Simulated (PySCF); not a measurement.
## Worked example: correlation energy of HAlSi, quintet

Geometry: that of the HAlSi, triplet, kept fixed. The triplet lies 2.6 eV lower here.

```
atom   x (Å)   y (Å)    z (Å)
  Si  0.0000  0.0000   2.0886
  Al  0.0000  0.0000  -0.2449
   H  0.0000  0.0000  -1.8437
```

Basis 6-31G; PySCF 2.14.0. Only valence electrons are correlated (noble-gas cores frozen), which leaves 8 electrons in 18 orbitals. Prefix R: restricted or restricted open-shell reference; prefix U: unrestricted.

Full CI is exact within this basis and frozen core; it isn't the basis-set limit. The frozen core follows each run's orbitals, which can shift R against U totals by a few meV.

Restricted and unrestricted runs freeze slightly different cores, so the step to full CI, which has another core, is uncertain by up to 0.1 kcal/mol.

```
   level  total energy (hartree)
     UHF             -531.218095
    UMP2             -531.256959
   UCCSD             -531.277415
UCCSD(T)             -531.278509
  UCCSDT             -531.279111
 full CI             -531.279195
```

**Question.** What is the correlation energy at full CI, and what share of it do UMP2 and UCCSDT recover?

**Answer.** E(corr) = -531.279195 − (-531.218095) = -0.061100 hartree = -1.663 eV. UMP2: -0.038864 / -0.061100 = 63.61 %. UCCSDT: -0.061016 / -0.061100 = 99.86 %.

**Question.** By how many kcal/mol does UCCSD(T) miss full CI (1 hartree = 627.509 kcal/mol), and which steps make up the rest?

**Answer.** -531.278509 − (-531.279195) = 0.000686 hartree = 0.43 kcal/mol. Steps: UCCSDT − UCCSD(T) = -0.38, full CI − UCCSDT = -0.05 kcal/mol. That is within 1 kcal/mol of the reference in this basis, which itself misses far more of the correlation at the basis-set limit.
